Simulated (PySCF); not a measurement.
Gas-phase reaction: BH + BF₂ ⇌ BHF₂ + B, at 2000 K and a standard pressure of 1 bar. Level: PBE0/def2-TZVP.

Method: PySCF energies plus ideal-gas RRHO corrections (1 bar). Open shells (unrestricted): BF₂ (multiplicity 2), B (multiplicity 2, electronic degeneracy 6); the rest are closed-shell singlets. Spin-orbit splitting is ignored; it lowers the true energy and changes the entropy of B. The harmonic model lacks anharmonicity and excited electronic states, which grow with temperature; levels with a mode under 35 cm⁻¹ are left out.

```csv
species,E (Ha),H(2000 K) − E (kJ/mol),S°(2000 K) (J/mol/K)
BH,-25.24752,78.6,232.1
BF₂,-224.44583,119.1,341.8
BHF₂,-225.12064,175.3,365.2
B,-24.61828,41.6,193.0
```
E: electronic energy; H − E holds the zero-point and thermal terms. 1 Ha = 2625.5 kJ/mol.

Question: Work out ΔH°, ΔS°, ΔG° and log10 K from these numbers.

Answer: 1. ΔE = 1×(-225.12064) + 1×(-24.61828) − 1×(-25.24752) − 1×(-224.44583) = -0.04557 Ha = -119.6 kJ.
2. Δ(H − E) = 1×(175.3) + 1×(41.6) − 1×(78.6) − 1×(119.1) = 19.2 kJ, so ΔH° = -100.4 kJ.
3. ΔS° = 1×(365.2) + 1×(193.0) − 1×(232.1) − 1×(341.8) = -15.7 J/K; the number of gas molecules stays the same.
4. ΔG° = ΔH° − TΔS° = -100.4 − 2000×(-15.7)/1000 = -69.0 kJ.
5. log10 K = −ΔG°/(RT ln 10) = 1.80, with RT ln 10 = 38.29 kJ/mol; at standard pressures the products are favoured.
6. A shift of 10 kJ in ΔE would move log10 K by 0.26 here.
For scale, ΔH°(298 K) is -108 kJ at this level, -111 kJ at ωB97M-V/def2-TZVP†, and runs from -123 to 12 kJ over the 20 levels computed († marks an energy on the PBE0/def2-TZVP geometry); the NASA 1993 table gives -27 kJ (entries not checked at source). After a fit of one offset per element over all species, the range-separated, M06-2X, PBE0/def2-QZVP and CCSD(T)/def2-TZVPP enthalpies, where run, lie to one side of the table for BF₂ (+92 kJ/mol): a fault of the table's entry, another state or a shared error of the levels is possible; this was not checked at source.
